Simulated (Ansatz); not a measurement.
Reaction (SMILES): C=CCl → [CH]=CCl + H atom
B3LYP-D3(BJ)/def2-TZVP geometries, fixed; electronic energies without zero-point terms.

Basis-set convergence of the bond dissociation energy at CCSD(T) with Ansatz (a quantum-chemistry and plane-wave program). Cartesian d functions, on some or all atoms, in 6-31G*, 6-31+G*; all else is spherical. Cores are frozen. An unrestricted Hartree-Fock determinant is markedly spin-contaminated. Open shells are unrestricted. No added dispersion term, no relativity. Functions are those of the species that has most. Reference: Hartree-Fock in cc-pV(Q+d)Z plus the correlation part extrapolated as X^-3 from cc-pV(T+d)Z and cc-pV(Q+d)Z, 119.91 kcal/mol, itself unsure by roughly 0.20 kcal/mol (a third of the extrapolation step and of the last Hartree-Fock step). Deviations are taken from unrounded values.

```csv
basis,functions,bond dissociation energy (kcal/mol),minus reference (kcal/mol)
3-21G,37,106.59,-13.32
pcseg-0,37,105.07,-14.84
def2-SV(P),52,109.13,-10.78
6-31G*,55,111.04,-8.87
def2-SVP,61,116.14,-3.77
cc-pV(D+d)Z,66,115.08,-4.83
6-31+G*,67,110.78,-9.13
def2-SVPD,91,116.75,-3.16
aug-pcseg-1,100,116.25,-3.66
def2-TZVP,117,116.69,-3.22
cc-pV(T+d)Z,141,118.56,-1.35
def2-TZVPP,146,118.56,-1.35
jun-cc-pV(T+d)Z,168,118.49,-1.43
def2-TZVPPD,176,118.55,-1.36
"6-311++G(3df,3pd)",179,118.68,-1.23
aug-pcseg-2,211,118.86,-1.05
cc-pV(Q+d)Z,264,119.35,-0.56
def2-QZVPP,274,119.32,-0.59
```
